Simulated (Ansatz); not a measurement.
# AlPN (doublet): the correlation ladder, def2-TZVPP

An exercise on one series of results from a longer session: the logs are not shown, and one member is left open.

Method: def2-TZVPP, core rule «outside noble gas», up to 11 orbitals frozen; program: Ansatz 0.2.0, Gaussian basis.

To be run: UHF; ROHF; CCSD(T) on UHF.

2 further runs of the same task are left out: 2 set aside as unsound or not needed.

## What is computed

The geometry is a PBE0/def2-TZVP stationary point (not a proven minimum).

3 atoms, charge 0, spin multiplicity 2.

Atoms are counted from 1 here; the program's logs count them from 0.

Bond lengths: N1–Al2 1.848 Å, Al2–P3 2.160 Å. Angles: N1–Al2–P3 180.0°.

Set-up of the first run:

in.yaml reads:

```yaml
crystal:
  periodic: [false, false, false]
  atoms:
    - {symbol: N, position_ang: [0.000000, 0.000000, -1.952000]}
    - {symbol: Al, position_ang: [0.000000, 0.000000, -0.104200]}
    - {symbol: P, position_ang: [0.000000, 0.000000, 2.056200]}
basis:
  gaussian: {orbitals: def2-TZVPP}
magnetization: {spin_polarized: true, initial_magnetization: 1}
hamiltonian: {xc: hf}
output: {orbitals: {seedname: orbitals}}
```

On the command line:

```sh
ansatz run in.yaml --threads 1 --pin off --events-out ev --progress --plain --max-ram 4096MiB --backend cpu
```

Among the steps run: UHF; ROHF; CCSD(T) on UHF.

One of the session's tables, all rows but one given; the rest of the session is left out.

```
  method  from UCCSD(T) (kcal/mol)
    ROHF                   +285.91
     UHF                   +226.13
    UMP2                         ?
   UCCSD                    +11.59
UCCSD(T)                         0
```

Estimate the missing values for UMP2.

The run gave: from UCCSD(T) (kcal/mol): +36.53. In the column «from UCCSD(T) (kcal/mol)» it lies between UCCSD (+11.59) and UHF (+226.13).

With the free atoms at the same levels and basis (separate runs), the atomisation energy is 3.842 eV at UCCSD(T), -0.997 eV at ROHF.

To keep in mind: The determinant is far from a pure spin state, so its energy mixes those of several spin states (harmless only where they are near-degenerate, as at dissociation).
